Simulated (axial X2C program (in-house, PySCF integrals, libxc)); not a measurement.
## Which functional? An output for MgP

An SCF output computed with an in-house all-electron X2C program for linear molecules (integrals from PySCF) for MgP at 2.549 Å, two-component, state Ω = 3/2, P dyall-v3z [8s7p2d1f], Mg dyall-cv3z [9s8p6d3f] (cores contracted in-house), without its first line:

```
basis functions 130  fitting functions 600  grid points 4362
iter        total energy     max residual
   1       -541.387003258     7.30e-02
   2       -541.399226090     4.58e-03
   3       -541.400131022     1.99e-03
   4       -541.400412179     1.12e-03
   5       -541.400522891     5.02e-04
   6       -541.400542261     3.29e-04
   7       -541.400557300     1.78e-04
   8       -541.400561702     3.17e-05
   9       -541.400561830     9.04e-06
  10       -541.400561838     3.29e-06
  11       -541.400561840     2.49e-06
converged
one-electron -827.26202256  Coulomb 287.38176030  exact exchange -38.82016355  xc functional 0.00000000  nuclear repulsion 37.36833973  atomic mean-field constant -0.06847576
```

Which level of theory produced it?
A. HF
B. r2SCAN
C. PBE0

A. The exact-exchange term against the functional term shows a share of 1 of exact exchange.
